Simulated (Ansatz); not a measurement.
# H4OSi2: the cost of one run

Computed with the Python package of Ansatz 0.2.0. Level of theory: PBE+D4/def2-SVP.

**1. The structure**

Bond lengths: Si1–O2 1.614 Å, O2–Si3 1.642 Å, Si1–H4 1.514 Å, Si3–H5 1.481 Å, Si3–H6 1.493 Å, Si3–H7 1.542 Å. Angles: Si1–O2–Si3 140.7°, O2–Si1–H4 106.2°, O2–Si3–H5 111.2°, O2–Si3–H6 110.7°, O2–Si3–H7 109.2°, H5–Si3–H6 110.2°, H5–Si3–H7 108.0°, H6–Si3–H7 107.3°.

The script holds or builds the structure itself.

**2. The script**

File dimer_h4osi2.py:

```python
"""Interaction energy of two H4OSi2 molecules, with the counterpoise correction."""

import ansatz

FIRST = [
    ("Si", (-1.7475, -1.3003, -0.0683)),
    ("O", (-0.1923, -0.9128, 0.1217)),
    ("Si", (0.7818, 0.4004, 0.2676)),
    ("H", (-2.2159, -0.5695, -1.3082)),
    ("H", (0.7616, 1.2222, -0.9638)),
    ("H", (0.3811, 1.2262, 1.4446)),
    ("H", (2.2315, -0.0664, 0.5061)),
]
SECOND = [
    ("Si", (1.6291, 3.8165, 6.1364)),
    ("O", (0.8835, 3.5943, 4.7223)),
    ("Si", (-0.4308, 2.848, 4.0818)),
    ("H", (1.8965, 2.4351, 6.694)),
    ("H", (-0.3348, 1.3774, 4.2248)),
    ("H", (-1.6842, 3.3469, 4.7206)),
    ("H", (-0.5192, 3.1765, 2.5783)),
]

def energy(atoms, ghosts=()):
    molecule = ansatz.Crystal.molecule()
    for symbol, xyz in atoms:
        molecule = molecule.atom(symbol, xyz)
    calc = (
        molecule.calculation()
        .basis(gaussian="def2-SVP")
        .functional("pbe", dispersion="d4")
        .accuracy("high")
    )
    deck = calc.input()
    if ghosts:
        deck = deck.set(ansatz.key.basis.gaussian.ghost_atoms, [{"symbol": s, "position_ang": list(xyz)} for s, xyz in ghosts])
    return ansatz.Session.from_dict(deck).plan().execute().report["free_energy_ev"]

# monomers in their own basis and in the basis of the dimer
both = energy(FIRST + SECOND)
alone = energy(FIRST) + energy(SECOND)
ghosted = energy(FIRST, SECOND) + energy(SECOND, FIRST)
print(f"dimer {both:.6f} eV")
print(f"interaction, uncorrected   {96.485332 * (both - alone):8.3f} kJ/mol")
print(f"interaction, counterpoise  {96.485332 * (both - ghosted):8.3f} kJ/mol")
print(f"basis-set superposition    {96.485332 * (alone - ghosted):8.3f} kJ/mol")
```

**3. The input behind the calls**

The package turns the script's settings into the engine's input (first run):

```yaml
crystal:
  periodic: [false, false, false]
  atoms:
    - { symbol: Si, position_ang: [-1.7475, -1.3003, -0.0683] }
    - { symbol: O, position_ang: [-0.1923, -0.9128, 0.1217] }
    - { symbol: Si, position_ang: [0.7818, 0.4004, 0.2676] }
    - { symbol: H, position_ang: [-2.2159, -0.5695, -1.3082] }
    - { symbol: H, position_ang: [0.7616, 1.2222, -0.9638] }
    - { symbol: H, position_ang: [0.3811, 1.2262, 1.4446] }
    - { symbol: H, position_ang: [2.2315, -0.0664, 0.5061] }
    - { symbol: Si, position_ang: [1.6291, 3.8165, 6.1364] }
    - { symbol: O, position_ang: [0.8835, 3.5943, 4.7223] }
    - { symbol: Si, position_ang: [-0.4308, 2.848, 4.0818] }
    - { symbol: H, position_ang: [1.8965, 2.4351, 6.694] }
    - { symbol: H, position_ang: [-0.3348, 1.3774, 4.2248] }
    - { symbol: H, position_ang: [-1.6842, 3.3469, 4.7206] }
    - { symbol: H, position_ang: [-0.5192, 3.1765, 2.5783] }
accuracy: high
basis:
  gaussian:
    orbitals: def2-SVP
hamiltonian:
  xc: pbe
  dispersion: d4
```

**4. Launch**

Started as:

```
$ python dimer_h4osi2.py
```

Q: Estimate wall time and peak memory on 1 thread of Arm Neoverse V1, shared host.

About 52 s, with a peak of 0.5 GiB.
